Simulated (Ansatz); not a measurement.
**Sn3Br: from a trial structure to a relaxed crystal**

Theory: DFT PBE, scalar-relativistic, plane waves, PAW in Ansatz 0.2.0. Cutoff 420 eV, Γ-centred k mesh, Gaussian smearing, no spin polarisation in the final step.

Sn3Br was placed on the Cu3Au (L1_2) structure type (Pm-3m, No. 221), with Br in place of Au, Sn in place of Cu, at a guessed volume.

```yaml
crystal:
  lattice:
    - [4.70857, 0.00000, 0.00000]
    - [0.00000, 4.70857, 0.00000]
    - [0.00000, 0.00000, 4.70857]
  atoms:
    - { symbol: Sn, position: [0.00000, 0.50000, 0.50000] }
    - { symbol: Sn, position: [0.50000, 0.00000, 0.50000] }
    - { symbol: Sn, position: [0.50000, 0.50000, 0.00000] }
    - { symbol: Br, position: [0.00000, 0.00000, 0.00000] }
```

Cell and atoms relax at zero pressure; the relaxation can't lower the symmetry of the start.

Energies over the elements count from the elements' standard structures at the same level, with no empirical corrections.

Problem. What does it relax into?

Solution. It keeps Pm-3m (No. 221). The result has the Cu3Au (L1_2) structure. Conventional cell: a = 4.854 Å. Sn is coordinated by 4 Br at 3.43 Å and 8 Sn at 3.43 Å; Br has 12 Sn at 3.43 Å.

```cif
data_structure
_symmetry_space_group_name_H-M 'Pm-3m'
_symmetry_Int_Tables_number 221
_cell_length_a 4.8545
_cell_length_b 4.8545
_cell_length_c 4.8545
_cell_angle_alpha 90.000
_cell_angle_beta 90.000
_cell_angle_gamma 90.000
_cell_volume 114.40
loop_
_atom_site_label
_atom_site_type_symbol
_atom_site_symmetry_multiplicity
_atom_site_Wyckoff_symbol
_atom_site_fract_x
_atom_site_fract_y
_atom_site_fract_z
_atom_site_occupancy
Sn1 Sn 3 c 0.00000 0.50000 0.50000 1
Br1 Br 1 a 0.00000 0.00000 0.00000 1
```

Problem. What are its volume, energy, density and gap?

Solution. The volume per atom is 28.60 Å³. The density is 6.33 g/cm³, the energy over the elements is 0.11 eV/atom and the gap on the 10×10×10 mesh is 0 eV (a metal).

The final run used a 10×10×10 mesh on its 4-atom cell and 0.10 eV smearing. The k mesh leaves about 4 meV/atom of noise in metals. A structure relaxed within its symmetry needn't be a true minimum. The steps took about 70 core-seconds in all.